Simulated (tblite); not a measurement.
# AlCl3F: the cost of one run

Computed with tblite 0.8.0 and PySCF 2.14.0; each step states its level. No surroundings beyond the atoms listed, unless a continuum is named. Atoms count from 0, parts from 1.

### 1 The system as given

5 atoms, charge -1, multiplicity 1; geometry: rigid parts in contact. Parts: 1 = atoms 0–3, `[Cl][Al]([Cl])[Cl]`, charge 0; 2 = atom 4, `[F-]`, charge -1.

### 2 Search for minima with GFN2-xTB

What the job is given:

```
{"job": {"kind": "dock", "xc": "GFN2-xTB", "basis": "xTB"}, "charge": -1, "multiplicity": 1, "parts": [{"atoms": "0-3", "charge": 0, "multiplicity": 1}, {"atoms": "4-4", "charge": -1, "multiplicity": 1}]}
Cl     1.177105    -0.092509    -1.651048
Al    -0.000141    -0.000000     0.000066
Cl    -1.834540    -0.868750    -0.011670
Cl     0.657576     0.961259     1.662652
F      0.500767    -2.352083     0.636530
```

Method: GFN2-xTB search for minima from random contacts, gas phase.

Launch:

```bash
$ OMP_NUM_THREADS=1 python cluster_run.py task.json out
```

This one command runs all jobs of the session in turn.

Q: Estimate the wall time of this first job on 1 thread of AMD EPYC, shared host.

About 9.1 s.
